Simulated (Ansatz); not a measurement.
**CH4NSi+ (SMILES [NH2+]=C=[SiH2]): functionals against CCSD(T) at one geometry**

The atoms stand at a frame of a short trajectory. How far do the functionals agree with CCSD(T) there?

Method: single points in def2-TZVPP; program: Ansatz 0.2.0, Gaussian basis.

Correlated methods freeze the cores.

## Step 1: The system as given

SMILES `[NH2+]=C=[SiH2]`, 7 atoms, charge 1, spin multiplicity 1.

Atoms are counted from 1 here; the program's logs count them from 0.

Bond lengths: N1–C2 1.273 Å, N1–H4 1.035 Å, N1–H5 1.013 Å, C2–Si3 1.663 Å, Si3–H6 1.506 Å, Si3–H7 1.477 Å. Angles: C2–N1–H4 119.2°, C2–N1–H5 119.3°, H4–N1–H5 121.6°, N1–C2–Si3 168.9°, C2–Si3–H6 118.1°, C2–Si3–H7 115.6°, H6–Si3–H7 124.7°.

Coordinates:

```xyz
7
CH4NSi
N    -1.1571   -0.2992   -0.8683
C    -0.2164   -0.1583   -0.0227
Si    1.1249    0.2426    0.8745
H    -1.7756   -1.1262   -0.8014
H    -1.2743    0.3932   -1.5986
H     0.9160    0.9656    2.1787
H     2.3837   -0.4160    0.4707
```

## Step 2: PBE-D4/def2-TZVPP

run/in.yaml reads:

```yaml
crystal:
  periodic: [false, false, false]
  atoms:
    - {symbol: N, position_ang: [-1.157067, -0.299196, -0.868291]}
    - {symbol: C, position_ang: [-0.216440, -0.158282, -0.022666]}
    - {symbol: Si, position_ang: [1.124903, 0.242577, 0.874468]}
    - {symbol: H, position_ang: [-1.775561, -1.126208, -0.801362]}
    - {symbol: H, position_ang: [-1.274303, 0.393206, -1.598633]}
    - {symbol: H, position_ang: [0.916041, 0.965627, 2.178743]}
    - {symbol: H, position_ang: [2.383674, -0.416025, 0.470719]}
basis:
  gaussian: {orbitals: def2-TZVPP}
total_charge: 1
hamiltonian: {xc: pbe, dispersion: d4}
output: {forces: true}
```

On the command line:

```
$ ansatz run in.yaml --threads 2 --pin off --events-out ev --progress --plain --max-ram 3481MiB
```

## Step 3: r2SCAN-D4/def2-TZVPP

run/in.yaml, as its differences from that of step 2:

```diff
@@ -13,3 +13,3 @@
 total_charge: 1
-hamiltonian: {xc: pbe, dispersion: d4}
+hamiltonian: {xc: r2scan, dispersion: d4}
 output: {forces: true}
```

## Step 4: PBE0-D4/def2-TZVPP

run/in.yaml, as its differences from that of step 3:

```diff
@@ -13,3 +13,3 @@
 total_charge: 1
-hamiltonian: {xc: r2scan, dispersion: d4}
-output: {forces: true}
+hamiltonian: {xc: pbe0, dispersion: d4}
+output: {forces: true, orbitals: {seedname: orbitals}}
```

## Step 5: wB97M-V/def2-TZVPP

run/in.yaml, as its differences from that of step 4:

```diff
@@ -13,3 +13,3 @@
 total_charge: 1
-hamiltonian: {xc: pbe0, dispersion: d4}
-output: {forces: true, orbitals: {seedname: orbitals}}
+hamiltonian: {xc: {name: wB97M-V}}
+output: {forces: true}
```

## Step 6: CCSD(T)/def2-TZVPP

run/in.yaml, as its differences from that of step 5:

```diff
@@ -13,3 +13,3 @@
 total_charge: 1
-hamiltonian: {xc: {name: wB97M-V}}
+correlation: {method: ccsd_t}
 output: {forces: true}
```

(Steps that only read results are left out.)

Q: Predict the outcome of this session. Wanted: energy less free atoms, CCSD(T)/def2-TZVPP; RMS force component; RMS force error; HOMO and LUMO, PBE0-D4; T1 diagnostic.

As calculated:

| quantity | value |
| --- | --- |
| energy less free atoms, CCSD(T)/def2-TZVPP | -1522.1 kJ/mol |
| RMS force component | 0.761 to 0.841 eV/Å over the methods |
| RMS force error | PBE-D4 0.221, r2SCAN-D4 0.197, PBE0-D4 0.244, wB97M-V 0.167 eV/Å |
| HOMO and LUMO, PBE0-D4 | -12.83 and -8.01 eV |
| T1 diagnostic | 0.020 |

What this shows: Against CCSD(T) the functionals' energies less atoms differ by -142.2 to -73.0 kJ/mol, PBE-D4 by -142.2 kJ/mol. A larger basis would deepen the CCSD(T) value, while the functionals are nearly converged already, so the order here is not reliable. The forces of wB97M-V come nearest to CCSD(T), those of PBE0-D4 are farthest. Frozen-core CCSD(T) forces in triple zeta carry basis errors of their own, and this is one geometry, so small gaps rank nothing.
